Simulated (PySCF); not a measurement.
# B2PLYP/STO-6G run of NH3S (Thiohydroxylamine)

Aim: the vertical singlet–triplet gap of NH3S (Thiohydroxylamine) at B2PLYP/STO-6G, from 2 runs. 

The results are computed with PySCF 2.14.0.

11 further runs of the same task are left out: 11 set aside as unsound or not needed.

## Step 1: The system as given

The species is NH3S (5 atoms), meant as a singlet with charge 0. As SMILES, `NS`. Geometry: relaxed at GFN2-xTB. This is one conformer, not always the lowest.

Bond lengths: N1–S2 1.719 Å, N1–H3 1.015 Å, N1–H4 1.015 Å, S2–H5 1.338 Å. Angles: N1–S2–H5 95.5°, S2–N1–H3 109.8°, S2–N1–H4 109.7°, H3–N1–H4 108.9°.

## Step 2: The energy at B2PLYP/STO-6G

File input.xyz:

```xyz
5

N     -0.162760    -0.507400    -0.231700
S      0.168270     0.954370     0.610330
H      0.015040    -1.300690     0.375430
H     -1.135990    -0.524720    -0.519210
H      1.115440     1.378440    -0.234860
```

File run.py:

```python
from pyscf import gto, dft, mp

molecule = gto.M(
    atom='input.xyz',
    charge=0,
    spin=0,
    max_memory=1860,
    basis='sto-6g',
    verbose=4,
)

myscf = dft.RKS(molecule)
myscf.xc = '0.53*HF + 0.47*B88, 0.73*LYP'
myscf.grids.level = 5
myscf.conv_tol = 1e-10
myscf.kernel()
if not myscf.converged:
    myscf = myscf.newton().run(myscf.mo_coeff, myscf.mo_occ)

pt = mp.MP2(myscf, frozen=6).run()
e_tot = myscf.e_tot + 0.27 * pt.e_corr
print('PT2 part  %.8f' % (0.27 * pt.e_corr))
print('E = %.10f Eh' % e_tot)
```

The run is started by

```bash
OMP_NUM_THREADS=1 python run.py
```

The log of the run:

```text
PySCF version 2.14.0

[... 71 lines left out ...]
converged SCF energy = -452.820546771785
[... 1 line left out ...]
******** <class 'pyscf.mp.mp2.RMP2'> ********
nocc = 7, nmo = 11
frozen orbitals 6
E(RMP2) = -452.911251498417  E_corr = -0.0907047266319435
E(SCS-RMP2) = -452.922961163574  E_corr = -0.102414391788253
E_corr(same-spin) = -0.00742070788855281
E_corr(oppo-spin) = -0.0832840187433907
PT2 part  -0.02449028
E = -452.8450370480 Eh
```

Wall time 2.4 s (1 thread of Intel Xeon Platinum 8488C (Sapphire Rapids), shared host); peak memory 0.19 GiB.

## Step 3: The triplet at the same level

File calc.py:

```python
from pyscf import gto, dft, mp

molecule = gto.Mole()
molecule.atom = '''
N     -0.162760    -0.507400    -0.231700
S      0.168270     0.954370     0.610330
H      0.015040    -1.300690     0.375430
H     -1.135990    -0.524720    -0.519210
H      1.115440     1.378440    -0.234860
'''
molecule.spin = 2
molecule.basis = 'sto-6g'
molecule.max_memory = 1860
molecule.verbose = 4
molecule.build()

calc0 = dft.UKS(molecule, xc='0.53*HF + 0.47*B88, 0.73*LYP')
calc0.grids.level = 5
calc0.conv_tol = 1e-10
calc0.kernel()
if not calc0.converged:
    calc0 = calc0.newton().run(calc0.mo_coeff, calc0.mo_occ)

pt = mp.MP2(calc0, frozen=6).run()
energy = calc0.e_tot + 0.27 * pt.e_corr
print('PT2 part  %.8f' % (0.27 * pt.e_corr))
print(f'total energy: {energy:.8f} hartree')
```

The run is started by

```bash
OMP_NUM_THREADS=1 python calc.py
```

The log of the run:

```text
PySCF version 2.14.0

[... 56 lines left out ...]
[... the frontier-level lines of each cycle are left out ...]
[... 11 lines left out ...]
[... 11 lines left out ...]
[... 11 lines left out ...]
[... 11 lines left out ...]
[... 11 lines left out ...]
[... 11 lines left out ...]
[... 5 lines left out ...]

cycle= 14 E= -452.55982603287  delta_E= -1.98e-10  |g|= 7.32e-07  |ddm|= 0.000192


cycle= 15 E= -452.559826032875  delta_E= -5.4e-12  |g|= 1.67e-07  |ddm|= 2.89e-05


Extra cycle  E= -452.559826032874  delta_E= 5.68e-13  |g|= 8.67e-08  |ddm|= 5e-07
converged SCF energy = -452.559826032874  <S^2> = 2.00574  2S+1 = 3.0038243

******** <class 'pyscf.mp.ump2.UMP2'> ********
nocc = (np.int64(8), np.int64(6)), nmo = (11, 11)
frozen orbitals 6
E(UMP2) = -452.630355916813  E_corr = -0.0705298839387264
E(SCS-UMP2) = -452.6383982583  E_corr = -0.0785722254252877
E_corr(same-spin) = -0.00699650227059695
E_corr(oppo-spin) = -0.0635333816681295
PT2 part  -0.01904307
total energy: -452.57886910 hartree
```

Wall time 5.4 s (1 thread of Intel Xeon Platinum 8488C (Sapphire Rapids), shared host); peak memory 0.19 GiB.

## Step 4: Outcome

Level: B2PLYP/STO-6G, 6 core orbitals frozen.

| quantity | value |
| --- | --- |
| singlet: total energy | -452.84504 Eh |
| singlet: dipole moment (SCF part) | 0.82 D |
| singlet: HOMO energy (SCF part's orbitals) | -5.18 eV |
| singlet: LUMO energy (SCF part's orbitals) | 8.26 eV |
| singlet: HOMO–LUMO gap (SCF part's orbitals) | 13.45 eV |
| triplet: total energy | -452.57887 Eh |
| triplet: dipole moment (SCF part) | 1.62 D |
| triplet: ⟨S²⟩ | 2.006 |
| vertical energy of the triplet above the singlet | 7.243 eV |

At this shape the triplet lies 7.24 eV (167 kcal/mol) above the singlet. In a minimal basis such a difference can be off by several eV, whatever the method. Mulliken charges (singlet) run from -0.50 on N1 to +0.19 on S2; they depend strongly on the basis. Mulliken charges (triplet) run from -0.55 on N1 to +0.38 on S2.
